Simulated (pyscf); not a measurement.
PH₃ + silanol (HO–SiH₃) -> HO–PH₂ + silane (SiH₄), a four-centre exchange (singlet surface; H–P, O–Si broken, O–P, H–Si formed). Optimised with ωB97X-D3(BJ)/def2-SVP in PySCF. MP2 and CC: frozen core, UHF for open shells. ΔMP2 is the change of the MP2 total energy from the triple- to the quadruple-zeta basis. Energies in kcal/mol from the separated reactants.

Small-basis levels: PySCF, no dispersion term, spherical d functions. 

Question: Quick BP86/6-31G* single points give ΔE‡ = 52.2 kcal/mol and ΔE = +23.0 kcal/mol. What does CCSD(T)/def2-TZVPP + ΔMP2(QZVPP) give, and how far is the quick result from it?

Answer: CCSD(T)/def2-TZVPP + ΔMP2(QZVPP) gives ΔE‡ = 61.5 kcal/mol and ΔE = +24.8 kcal/mol. BP86/6-31G* lies 9.3 kcal/mol under it in the barrier and 1.8 kcal/mol under it in the reaction energy, so on this step it does not hold to within 3.0 kcal/mol. CCSD(T)/def2-TZVPP + ΔMP2(QZVPP) has limits of its own. One saddle was located; it need not be the lowest between these sides. The CCSD(T) − MP2 part came from Ansatz, without density fitting, on the same reference.
